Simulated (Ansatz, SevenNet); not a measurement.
## Volume per atom of SnS (Pnma, No. 62) at several levels of theory

No measured value is used here.

| level (code) | value (Å³/atom) |
|---|---|
| SevenNet-l3i5 (SevenNet) | 25.49 |
| LDA (Ansatz) | (withheld) |
| PBE (Ansatz) | 25.66 |
| PBEsol (Ansatz) | 23.40 |
| PBE-D3(BJ) (Ansatz) | 23.76 |

**Question.** Some entries are withheld; supply them.

**Answer.** 
- LDA (Ansatz, an electronic-structure program), value (Å³/atom): 22.71

SevenNet-l3i5, LDA, PBE, PBEsol, PBE-D3(BJ): the relaxation could not lower the start's symmetry, so the cell can be a saddle point above a distorted one. Cutoffs and k meshes differ between the levels. Ansatz's density-functional and Hartree–Fock values are scalar-relativistic unless marked +SOC, with PAW data made under PBE.

Machine-learned potentials (SevenNet-l3i5) are trained on DFT data, which may include these solids.
